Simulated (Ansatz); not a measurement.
Results of RPBE (PAW; Ansatz, a quantum-chemistry and plane-wave program) for cuprite Ag₂O.

Run with plane-wave cutoff 520 eV, 8×8×8 k mesh, Fermi–Dirac smearing 0.01 eV, no spin polarisation, scalar-relativistic PAW data made under PBE.

Pressure at four volumes; x = ln(V/19.589 Å³). One pressure is withheld.

| V (Å³/atom) | x | P (GPa) |
|---|---|---|
| 18.414 | -0.0619 | ? |
| 18.806 | -0.0408 | 2.58 |
| 19.589 | 0.0000 | 0.00 |
| 20.765 | 0.0583 | -2.82 |

**Question.** Pass a parabola P(x) through the three rows shown, estimate the bulk modulus and its pressure derivative near zero pressure, and predict the withheld pressure.

**Answer.** Slopes between the rows: (0.00 − (2.58))/(0.0000 − (-0.0408)) = -63.24 and (-2.82 − (0.00))/(0.0583 − (0.0000)) = -48.37 GPa. Their difference over the span 0.0991 is c = 14.87/0.0991 = 150.1 GPa, so P(x) = 2.58 + (-63.24)(x − (-0.0408)) + 150.1 (x − (-0.0408))(x − (0.0000)). At the middle row B = −dP/dx = −[-63.24 + 150.1 × 0.0408] = 57.1 GPa, and B′ = dB/dP = 2c/B = 5.3. At x = -0.0619 the parabola gives 4.11 GPa; the run gives 4.13 GPa. The Birch–Murnaghan fit to the energies at all volumes has B0 = 56.5 GPa and B′ = 5.3.

Note: the cell is over a tenth larger than the published one: the level's own overestimate first of all, though another phase or state, or a fault of the published cell, is possible; the gap of the solid is closed in this run; this level leaves the solid without a gap, although one is measured.
